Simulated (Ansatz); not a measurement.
Program: Ansatz. Geometries: PBE0-D4/def2-TZVP. ΔE: electronic, gas phase. CBS: MP2 limit from def2 TZ/QZ plus the TZ coupled-cluster correction, frozen cores. This one scheme is used for every species. DFT in def2-TZVPP.

`CC[SiH]` + H₂ → `[SiH2]` + `CC`  (hydrogenolysis of the Si–C bond)

| level | ΔE (kJ/mol) |
| --- | --- |
| r2SCAN-D4 | -23.9 |
| r2SCAN0-D4 | -28.2 |

Q: What does CCSD(T)/CBS give? (Estimate.)

A: Ansatz gave: -28.0 kJ/mol. The listed levels differ from it by 4.1, -0.2 kJ/mol.

Largest T1 diagnostic among the species: 0.014.

Leaving LDA and LC-ωPBE aside and taking each functional with its dispersion term where it has one, the values, not all of them listed here, spread over 20.2 kJ/mol, from BHLYP-D4 to revPBE-D4. LDA lies +9.0 kJ/mol from PBE without D4. From BLYP to BHLYP (50 % exact exchange), in def2-TZVPP and without D4, ΔE moves by −8.0 kJ/mol. In def2-TZVPP, CCSD(T) changes the Hartree–Fock value by +27.3 kJ/mol (the triples alone add +6.1 kJ/mol) and MP2 by +35.1 kJ/mol.
